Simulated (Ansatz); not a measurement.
We consider rock-salt HfC, described by revPBE (plane waves, PAW; Ansatz, a first-principles code).

Run with plane-wave cutoff 520 eV, 20×20×20 k mesh, Fermi–Dirac smearing 0.05 eV, scalar-relativistic PAW data made under PBE.

Cell (relaxed at this level):

```yaml
crystal:
  lattice:
    - [0.00000, 2.33547, 2.33547]
    - [2.33547, 0.00000, 2.33547]
    - [2.33547, 2.33547, 0.00000]
  atoms:
    - { symbol: Hf, position: [0.00000, 0.00000, 0.00000] }
    - { symbol: C, position: [0.50000, 0.50000, 0.50000] }
```

Task: Estimate the bulk modulus and pressure derivative B′ of the bulk modulus that the calculation returns.

Result: 
* **bulk modulus**: 226 GPa
* **pressure derivative B′ of the bulk modulus**: 4.0

The run finds no gap.

Measured, for comparison: bulk modulus 242 GPa (room temperature, not corrected to a static lattice, our sources range from 242 to 286; as tabulated in Synthesis of Binary Transition Metal Nitrides, Carbides and Borides from the …). Computed (rounded) less measured: bulk modulus not scored (sources differ).

Spin–orbit coupling is not included.
